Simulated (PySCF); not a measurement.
Which level of theory gave which numbers?

Compound: C4H5F.
SMILES: `FC1=CCC1`

The closed-shell ground state was solved 7 times with PySCF (density fitting, gas phase), always in the pcSseg-2 basis (250 functions), with these functionals: B3LYP, BHandHLYP, CAM-B3LYP, HF, KT2, mPW1PW91 and wB97X-D. Geometry: PBE0-D3(BJ)/def2-SVP; no solvent, vibrations or thermal averaging.

```json
{"row": "P", "total energy (Eh)": "-259.3746", "HOMO (eV)": "-5.92", "LUMO (eV)": "-0.40", "dipole (D)": "1.40"}
{"row": "Q", "total energy (Eh)": "-255.2352", "HOMO (eV)": "-8.91", "LUMO (eV)": "2.41", "dipole (D)": "1.48"}
{"row": "R", "total energy (Eh)": "-255.1747", "HOMO (eV)": "-8.14", "LUMO (eV)": "1.22", "dipole (D)": "1.59"}
{"row": "S", "total energy (Eh)": "-255.3214", "HOMO (eV)": "-6.88", "LUMO (eV)": "0.31", "dipole (D)": "1.48"}
{"row": "T", "total energy (Eh)": "-255.2569", "HOMO (eV)": "-7.11", "LUMO (eV)": "0.56", "dipole (D)": "1.47"}
{"row": "U", "total energy (Eh)": "-255.2049", "HOMO (eV)": "-8.43", "LUMO (eV)": "1.39", "dipole (D)": "1.54"}
{"row": "V", "total energy (Eh)": "-253.8450", "HOMO (eV)": "-9.67", "LUMO (eV)": "2.76", "dipole (D)": "1.64"}
```

Q: Which functional belongs to which row?

A: P = KT2, Q = wB97X-D, R = BHandHLYP, S = B3LYP, T = mPW1PW91, U = CAM-B3LYP, V = HF. By rising HOMO–LUMO gap: KT2 (GGA) 5.52 eV; B3LYP (global hybrid, 20 % exact exchange) 7.19 eV; mPW1PW91 (global hybrid, 25 % exact exchange) 7.67 eV; BHandHLYP (global hybrid, 50 % exact exchange) 9.36 eV; CAM-B3LYP (range-separated hybrid) 9.82 eV; wB97X-D (range-separated hybrid) 11.32 eV; HF (all exact exchange) 12.43 eV. Total energies of different functionals aren't bounds to one another; each is stationary for its own functional.

Note: wB97X-D ran without an empirical dispersion term, which enters the total energy and its gradient alone.
